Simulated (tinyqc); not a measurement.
Ways to converge the cycle: SCF convergence aids in the sto-3g basis, for LiH, spin multiplicity 3. Computed by the program tinyqc with PySCF. 

Geometry (angstrom):
```
atom       x       y       z
Li    0.0000  0.0000  0.0000
H     0.0000  0.0000  1.8800
```

lowest solution found by these runs and by PySCF with stability checks = -7.774580 hartree

UHF with one setting changed at a time; a run stops when the energy changes by less than 1e-09 hartree and the error matrix is below 1e-5. The start is the core Hamiltonian. Damping d keeps d of the old density; a shift (hartree) raises the virtual levels; DIIS n extrapolates F over n matrices.

Largest element of the error matrix X^T (FDS - SDF) X:
```
iteration    plain  damping 0.3  damping 0.6  shift 0.4   DIIS 3   DIIS 8
1          1.2e-01      1.2e-01      1.2e-01    1.2e-01  1.2e-01  1.2e-01
2          4.0e-02      6.1e-02      8.1e-02    6.2e-02  4.0e-02  4.0e-02
3          1.5e-02      3.4e-02      6.1e-02    3.5e-02  9.7e-03  9.7e-03
4          6.1e-03      1.9e-02      4.5e-02    2.1e-02  3.7e-04  3.7e-04
5          2.5e-03      1.0e-02      3.4e-02    1.3e-02  8.4e-05  4.2e-05
6          1.0e-03      6.1e-03      2.5e-02    8.1e-03  2.2e-06  2.2e-06
8          1.6e-04      2.1e-03      1.4e-02    3.1e-03        -        -
10         2.6e-05      7.1e-04      7.8e-03    1.2e-03        -        -
14               -      8.2e-05      2.6e-03    1.8e-04        -        -
20               -            -      5.1e-04    9.8e-06        -        -
30               -            -      3.4e-05          -        -        -
```

How each run ends:
```
run          iterations  E (hartree)   state
plain                12    -7.717777  higher
damping 0.3          19    -7.717777  higher
damping 0.6          38    -7.717777  higher
shift 0.4            21    -7.717777  higher
DIIS 3                7    -7.717777  higher
DIIS 8                7    -7.717777  higher
```

No run reaches the lowest solution found. Ending on a higher stationary point: plain, damping 0.3, damping 0.6, shift 0.4, DIIS 3, DIIS 8; a small error matrix cannot reveal that, and an occupation fixed by the start is kept by symmetry or by the shape of the basin. Plain steps already contract here, so damping only slows them. DIIS 3 and DIIS 8 gain by cancelling the error over several earlier matrices, much as a quasi-Newton step does.
